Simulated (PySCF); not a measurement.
Compound: C₃H₄N₂O.
SMILES with atom numbers: `[H]/[N:4]=[C:3](/[O:2][CH3:1])[C:5]#[N:6]` (hydrogens: H7, H8, H9 on C1; H10 on N4)

The same species was optimised twice, with GFN2-xTB and with PBE0-D3(BJ)/def2-SVP (PySCF), and the same property calculations (PySCF, gas phase) were run on both structures.

```
     coordinate  GFN2-xTB  PBE0-D3(BJ)/def2-SVP  change
      C5≡N6 (Å)     1.145                 1.157  +0.012
      C3–C5 (Å)     1.444                 1.456  +0.012
      O2–C3 (Å)     1.328                 1.327  -0.001
      C3=N4 (Å)     1.267                 1.266  -0.001
      C1–O2 (Å)     1.417                 1.417   0.000
   C3–C5–N6 (°)     172.5                 176.0    +3.5
   O2–C3–C5 (°)     113.9                 111.4    -2.5
   N4–C3–C5 (°)     123.4                 124.8    +1.4
   O2–C3–N4 (°)     122.6                 123.8    +1.2
   C1–O2–C3 (°)     115.5                 116.0    +0.5
C1–O2–C3–N4 (°)         0                     0       0
```

Rotational constants: A = 9759, B = 2442, C = 1978 MHz (GFN2-xTB) against A = 9290, B = 2462, C = 1970 MHz (PBE0-D3(BJ)/def2-SVP). Point groups within 0.08 Å: Cs and Cs. Atoms that the bonding makes alike are paired by their places after alignment.

On the GFN2-xTB structure: lowest singlet, TDDFT (eV) 5.25 [B3LYP/def2-SVPD]; lowest triplet, Tamm–Dancoff (eV) 4.26 [B3LYP/def2-SVPD]; isotropic polarisability (au) 53.0 [B3LYP/def2-SVPD]; HOMO (eV) -8.53 [B3LYP/def2-SVPD]; LUMO (eV) -1.94 [B3LYP/def2-SVPD]; dipole (D) 3.02 [B3LYP/def2-SVPD].

What do these properties become on the PBE0-D3(BJ)/def2-SVP structure?

```tsv
property	level	on GFN2-xTB	on PBE0-D3(BJ)/def2-SVP	change
lowest singlet, TDDFT (eV)	B3LYP/def2-SVPD	5.25	5.40	+0.15
lowest triplet, Tamm–Dancoff (eV)	B3LYP/def2-SVPD	4.26	4.29	+0.03
isotropic polarisability (au)	B3LYP/def2-SVPD	53.0	53.4	+0.4
HOMO (eV)	B3LYP/def2-SVPD	-8.53	-8.56	-0.03
LUMO (eV)	B3LYP/def2-SVPD	-1.94	-1.96	-0.02
dipole (D)	B3LYP/def2-SVPD	3.02	3.00	-0.02
energy, GFN2-xTB geometry as zero (kcal/mol)	B3LYP/def2-SVPD	0.0	-0.7	-0.7
```

The heavy atoms differ by 0.043 Å rms after alignment. Among bonds between heavy atoms C3–C5 and C5≡N6 change most and about equally (+0.012 Å). Changes are differences of the printed values. Neither structure is proved a minimum here.

Conformer computed: `[H]/[N:4]=[C:3](/[O:2][CH3:1])[C:5]#[N:6]`: C1–O2–C3–N4 0°.
